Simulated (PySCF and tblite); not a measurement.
Results of a calculation; reference values are marked as such.
## Barrier and rate of a pyramidal inversion

System: C₄H₉N, numbered as in [CH3:1][C@@H:2]1[CH2:3][N:4]1[CH3:5].

Motion: pyramidal inversion at N4. Geometries: PBE0-D3(BJ)/def2-SVP; energies: PBE0/pcSseg-1 + D3(BJ); zero-point and thermal terms from GFN2-xTB harmonic modes (soft modes blended into free rotors). Rate constants are transition-state-theory values, counting equivalent paths, without tunnelling. Programs: tblite and PySCF.

| point | symmetry | E(GFN2) kcal/mol | E(DFT) kcal/mol | ZPE change kcal/mol | lowest mode cm⁻¹ | dipole D |
| --- | --- | --- | --- | --- | --- | --- |
| start | C1 | 0.0 | 0.0 | 0.00 | 155 | 1.15 |
| saddle | C1 | 15.8 | 17.0 | -1.21 | 363i | 0.38 |
| end | C1 | 1.5 | 2.8 | 0.08 | 137 | 1.38 |

* Electronic barrier: 17.0 kcal/mol
* Barrier with zero-point energy: 15.8 kcal/mol
* ΔH‡ (298 K): 15.7 kcal/mol
* ΔS‡ (298 K, symmetry apart): 0.3 cal/(mol K)
* Paths: 1 equivalent path
* End point: a different minimum
* Mean lifetime of the start against this motion at 298 K: 47 ms
* Cost: 4.6 min on 1 thread of Intel Xeon Platinum 8488C, on a host shared with other jobs (rough), peak memory 0.63 GiB, launched as `OMP_NUM_THREADS=1 python ens_run.py task.json out`

```
T/K  ΔG‡ kcal/mol      k s⁻¹  ΔG kcal/mol  k back s⁻¹
150          15.7  4.9×10⁻¹¹          2.9    8.6×10⁻⁷
200          15.6   3.5×10⁻⁵          2.9       0.053
250          15.6       0.11          2.9          40
298          15.6         21          2.9        2950
350          15.7       1190          2.9       8×10⁴
400          15.7    2.2×10⁴          2.9     8.6×10⁵
500          15.9    1.2×10⁶          3.0     2.4×10⁷
```

ΔG and ΔG‡ leave out symmetry numbers and mirror images; rates count paths: 1 out, 1 back.
